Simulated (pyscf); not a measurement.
O=B–OH (SMILES O=BO) + HCl (SMILES Cl) → H₂O (SMILES O) + O=B–Cl (SMILES O=BCl) (four-centre exchange; singlet surface; B–O, Cl–H broken, H–O, B–Cl formed). Single points on ωB97X-D3(BJ)/def2-SVP structures (PySCF, gas phase). Correlated levels are frozen-core, on RHF or UHF. ΔMP2 is the change of the MP2 total energy from the triple- to the quadruple-zeta basis. Energies in kcal/mol from the separated reactants.

```json
[
 {"level": "PBE/def2-TZVP", "barrier": "19.1", "reaction energy": "+6.3"},
 {"level": "r²SCAN/def2-TZVP", "barrier": "20.9", "reaction energy": "+7.2"},
 {"level": "B3LYP-D3(BJ)/def2-TZVP", "barrier": "25.5", "reaction energy": "+7.8"},
 {"level": "ωB97M-D3(BJ)/def2-TZVP", "barrier": "[?]", "reaction energy": "+7.6"},
 {"level": "MP2/def2-QZVPP", "barrier": "25.6", "reaction energy": "+4.9"},
 {"level": "CCSD(T)/def2-TZVPP", "barrier": "27.9", "reaction energy": "+6.0"},
 {"level": "CCSD(T)/def2-TZVPP + ΔMP2(QZVPP)", "barrier": "[?]", "reaction energy": "[?]"}
]
```

Q: Some entries are withheld; supply them.

A: 
- ωB97M-D3(BJ)/def2-TZVP, barrier: 25.9
- CCSD(T)/def2-TZVPP + ΔMP2(QZVPP), barrier: 27.7
- CCSD(T)/def2-TZVPP + ΔMP2(QZVPP), reaction energy: +5.8

Of the functionals in the table, ωB97M-D3(BJ) is closest to CCSD(T)/def2-TZVPP + ΔMP2(QZVPP) in the barrier (1.8 kcal/mol apart) and PBE least close (8.6 kcal/mol); that level has limits of its own. On the product side the descent ends in an adduct with a B–O contact, 4.9 kcal/mol under the separated species and 23.8 kcal/mol under the saddle at ωB97X-D3(BJ)/def2-TZVP. What is counted as broken (B–O) persists as a longer contact in the product adduct; parting that adduct is a step of its own. At ωB97X-D3(BJ) the barrier from the zero used here is 25.5 kcal/mol. The same reactants have a lower exit, to HO–B(OH)–Cl (barrier +6.9 kcal/mol at ωB97M-D3(BJ), against +25.9 kcal/mol here). This is the saddle that the search found; another between the same sides may lie lower. The CCSD(T) − MP2 part came from Ansatz, without density fitting, on the same reference.
